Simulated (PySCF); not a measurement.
C4H3N.
Cartesian coordinates in Å at the PBE0-D3(BJ)/def2-SVP level; atoms count from 1:
```xyz
8
C4H3N angstrom
C      1.962    0.754    0.270
C      0.944    0.137    0.046
C     -0.256   -0.604   -0.244
C     -1.580   -0.036   -0.052
N     -1.282   -0.818    0.873
H      2.865    1.299    0.476
H     -0.126   -1.449   -0.932
H     -2.388    0.631   -0.364
```

Level of theory: PySCF, TDDFT wB97X-D/def2-SVPD, vertical, gas phase, core orbitals frozen in the response.

Kohn–Sham orbitals with the atoms that hold most of them (Löwdin shares over 4%, at most four atoms; ? is withheld):

| orbital | ε (eV) | atoms |
| --- | --- | --- |
| LUMO+2 | 2.37 | C4 27%, C1 21%, C2 13%, H8 11% |
| LUMO+1 | 2.09 | C1 25%, C2 23%, N5 15%, C3 11% |
| LUMO | ? | ? |
| HOMO | -9.26 | ? |
| HOMO-1 | -10.09 | C1 42%, C2 42%, C3 6% |
| HOMO-2 | -11.35 | N5 38%, C4 25%, C3 17%, C2 8% |
| HOMO-3 | -11.45 | N5 31%, C2 21%, C3 18%, C1 14% |

Question: Which atoms hold the LUMO, and with what shares?

Answer: C4 (bonded to C, N and H) 40%; N5 (bonded to 2 C) 37%; H8 (bonded to C) 8%; C3 (bonded to 2 C, N and H) 7%. By element: carbon 48% or more, nitrogen 37%, hydrogen 8% or more.

Question: Give the leading atoms of the HOMO.

Answer: C1 (bonded to C and H) 29%; C2 (bonded to 2 C) 23%; N5 (bonded to 2 C) 19%; C3 (bonded to 2 C, N and H) 14%. By element: carbon 66% or more, nitrogen 19%.

Question: What is the LUMO energy, and the HOMO–LUMO gap?

Answer: ε(LUMO) = 0.92 eV; the gap is 10.17 eV (0.3738 hartree).

Question: The HOMO–LUMO gap is 10.17 eV. Where does the response calculation put the lowest singlet, and from which orbitals?

Answer: S1 is at 5.01 eV (f = 0.0063), 5.17 eV below the gap, made of HOMO→LUMO (86%), HOMO-3→LUMO (10%). 

Next come S2 at 6.07 eV (f 0.013), HOMO→LUMO+1 (40%), HOMO→LUMO+2 (16%), HOMO-1→LUMO+1 (14%); S3 at 6.33 eV (f 0.0067), HOMO-1→LUMO (52%), HOMO-1→LUMO+1 (17%); S4 at 6.56 eV (f 0.026), HOMO→LUMO+2 (15%), HOMO→LUMO+1 (14%), HOMO→LUMO+3 (13%); S5 at 7.01 eV (f 0.023), HOMO-1→LUMO+1 (34%), HOMO-1→LUMO (27%), HOMO-1→LUMO+4 (9%).
